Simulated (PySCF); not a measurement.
B3LYP has the VWN-RPA correlation part, as in Gaussian. Delta-SCF ions had no search for a lower state. Excitations are Tamm–Dancoff values on a coarser integration grid. The basis has no diffuse functions, so Rydberg states are missing or too high.

Species: Cl4Si, SMILES `Cl[Si](Cl)(Cl)Cl` (charge 0, multiplicity 1).

Q: Predict the vertical ionisation energy (Delta-SCF), S1 excitation (TDA) and brightest of the four lowest singlets (TDA) from B3LYP-D3(BJ)/def2-TZVP (PySCF 2.14.0).

A: 
The vertical ionisation energy (Delta-SCF) comes out as 11.35 eV and the S1 excitation (TDA) comes out as 7.13 eV. The brightest of the four lowest singlets (TDA) is 8.03 eV.
